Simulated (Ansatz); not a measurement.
This script drives the Python package of Ansatz (0.2.0).

The script, `run_relaxed_scan.py`:
```python
"""Relaxed scan of one distance in BH3S."""

from dataclasses import dataclass

import ansatz as az
from ase import Atoms
import numpy as np


@dataclass(frozen=True)
class RunConfig:
    basis_set: str = "def2-SVP"
    xc: str = "hf"


settings = RunConfig()


def main() -> None:
    atoms = Atoms(["B", "S", "H", "H", "H"], positions=[
        [-0.3326, -0.5167, -0.0146],
        [0.325, 1.1182, -0.7334],
        [-1.3393, -0.4304, 0.6924],
        [0.1757, -1.5003, -0.3161],
        [1.2211, 1.2555, 0.3304],
    ])
    molecule = az.Crystal.molecule_from_ase(atoms)

    job = molecule.calculation()
    job = job.basis(gaussian=settings.basis_set)
    job = job.functional(settings.xc)
    symbols = [site.symbol for site in molecule.cartesian_sites]
    pairs = [(0, 1), (0, 2), (0, 3), (1, 4)]
    print("held (A)   E (eV)        ", "  ".join(f"{symbols[i]}{i}-{symbols[j]}{j}" for i, j in pairs))
    for length in [1.29, 1.4, 1.51, 1.68, 1.89]:
        summary = job.relax(constraints=[az.DistanceConstraint((1, 4), at=length)], force_tolerance=0.02, max_steps=60).run(threads=1, pin="off").report
        xyz = np.array(summary["positions_ang"])
        print(f"{length:6.2f} {summary['free_energy_ev']:14.5f}  ", "  ".join(f"{np.linalg.norm(xyz[i] - xyz[j]):.3f}" for i, j in pairs))


if __name__ == "__main__":
    main()
```

It is started by `python run_relaxed_scan.py`. Estimate its wall time and peak memory on 1 thread of Arm Neoverse V1 (shared host).

It took about 24 s, with a peak of 0.17 GiB, for 5 runs of the engine.

Output of `python run_relaxed_scan.py`:
```text
held (A)   E (eV)         B0-S1  B0-H2  B0-H3  S1-H4
DeckWarning: relax.constraints: the input's atoms, or those drawn, lie off the distances that are held; a relaxation that starts there is brought onto them ahead of its first SCF, by positions alone, an atom by 5.38e-2 Å at the most. With the symmetry [...]
  1.29   -11532.97804   1.787  1.194  1.194  1.290
  1.40   -11532.95512   1.787  1.195  1.193  1.400
  1.51   -11532.67030   1.785  1.195  1.193  1.510
  1.68   -11531.97697   1.784  1.196  1.193  1.680
  1.89   -11530.98708   1.781  1.197  1.192  1.890
```
(Warnings from the package without file and line, shortened, repeats left out.)

Total energies depend on the basis set; only differences at equal settings carry meaning. The energies are electronic: no zero-point or thermal terms, and the basis set is short of its limit.
